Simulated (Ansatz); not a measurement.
Process, species as SMILES: Cl (HCl) → [Cl-] + H+
B3LYP-D3(BJ)/def2-TZVP geometries, fixed; electronic energies without zero-point terms.
Largest species:
```xyz
2

Cl     0.0000     0.0000    -0.0712
H      0.0000     0.0000     1.2108
```
Charge 0, spin multiplicity 1.

Basis-set convergence of the deprotonation energy at r2SCAN with Ansatz (an electronic-structure program). Cartesian d functions, on some or all atoms, in 6-31G*, 6-31G**, 6-311G**, 6-311+G**; all else is spherical. The program fits the integrals of some runs and decomposes those of others, by size. No added dispersion term, no relativity. Functions are those of the species that has most. Reference: the value in aug-cc-pV(5+d)Z, 336.94 kcal/mol, itself unsure by roughly 0.06 kcal/mol (its mean distance from aug-pcseg-3, aug-cc-pV(Q+d)Z, def2-QZVPPD). Deviations are taken from unrounded values.

```tsv
basis	functions	deprotonation energy (kcal/mol)	minus reference (kcal/mol)
3-21G	15	330.05	-6.89
pcseg-0	15	339.73	2.78
def2-SV(P)	20	352.79	15.85
6-31G*	21	338.80	1.86
def2-SVP	23	358.79	21.85
6-31G**	24	342.46	5.52
6-311G**	33	334.84	-2.10
6-311+G**	37	333.76	-3.18
aug-cc-pV(D+d)Z	41	334.32	-2.62
def2-TZVP	43	342.47	5.53
6-311++G(2d,2p)	45	335.25	-1.69
pcseg-2	48	340.50	3.56
def2-TZVPD	55	336.09	-0.85
def2-TZVPP	56	343.18	6.24
6-311++G(3df,3pd)	65	336.85	-0.09
def2-QZVPP	100	338.67	1.73
def2-QZVPPD	112	336.89	-0.06
aug-cc-pV(5+d)Z	216	336.94	0.00
```
